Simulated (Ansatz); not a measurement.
# H6OSi: the cost of one run

Program: Ansatz 0.2.0. Level of theory: RKS r2SCANh-D4/6-31G*. These are calculated values, not measurements.

### 1 The system as given

Bond lengths: Si1–H3 1.460 Å, Si1–H4 1.459 Å, Si1–H5 1.459 Å, Si1–O6 1.980 Å, O6–H7 1.010 Å. Angles: H3–Si1–H4 109.5°, H3–Si1–H5 109.5°, H3–Si1–O6 178.9°, H4–Si1–H5 109.5°, H4–Si1–O6 70.0°, H5–Si1–O6 70.0°, Si1–O6–H7 109.5°.

Structure file:

```xyz
8

Si    0.0000    0.0000    0.0000
H     0.0000    0.0000    1.8100
H     1.3768    0.0000   -0.4862
H    -0.6877    1.1914   -0.4862
H    -0.6877   -1.1914   -0.4862
O    -1.8790    0.0000    0.6243
H    -2.4241   -0.6297    0.0530
H    -0.9605    0.0000    1.7351
```

### 2 Pulling towards end A

Springs on the bonds that form and break draw the guess towards this end; the thresholds are loose.

Contents of input.yaml:

```yaml
crystal:
  periodic: [false, false, false]
  atoms:
    - { symbol: Si, position_ang: [0.0, 0.0, 0.0] }
    - { symbol: H, position_ang: [0.0, 0.0, 1.81] }
    - { symbol: H, position_ang: [1.3768, 0.0, -0.4862] }
    - { symbol: H, position_ang: [-0.6877, 1.1914, -0.4862] }
    - { symbol: H, position_ang: [-0.6877, -1.1914, -0.4862] }
    - { symbol: O, position_ang: [-1.879, 0.0, 0.6243] }
    - { symbol: H, position_ang: [-2.4241, -0.6297, 0.053] }
    - { symbol: H, position_ang: [-0.9605, 0.0, 1.7351] }
basis:
  gaussian: { orbitals: "6-31G*" }
hamiltonian:
  xc: r2scanh
  dispersion: d4
relax:
  f_tol: 0.15
  max_steps: 25
  restrain:
    - { distance: [0, 5], at: 2.88, k: 30.0 }
    - { distance: [7, 1], at: 1.86, k: 30.0 }
    - { distance: [0, 1], at: 1.46, k: 30.0 }
    - { distance: [7, 5], at: 1.01, k: 30.0 }
output:
  orbitals: {}
```

Started as:

```console
ansatz run input.yaml --threads 1 --pin off --max-ram 2048MiB --backend cpu --events-out ev --progress --plain --runs-dir out
```

Q: Estimate wall time and peak memory on 1 thread of Intel Xeon 6975P-C (Granite Rapids), shared host.

About 10 s, with a peak of 0.13 GiB.
